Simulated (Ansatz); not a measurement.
Input file for Ansatz (a first-principles code): U-PBE0/def2-TZVPPD on H (SMILES [H]), 2S+1 = 2. Files ending in .json are basis or fitting sets from the Basis Set Exchange.

Ansatz 0.2 input:
```yaml
crystal:
  periodic: [false, false, false]
  atoms:
    - {symbol: H, position_ang: [0.00000000, 0.00000000, 0.00000000]}
basis:
  gaussian:
    orbitals: def2-TZVPPD.json
hamiltonian:
  xc: {name: PBE0}
magnetization: {spin_polarized: true, initial_magnetization: 1}
```

What total energy does the run end on?

-0.5010 hartree.
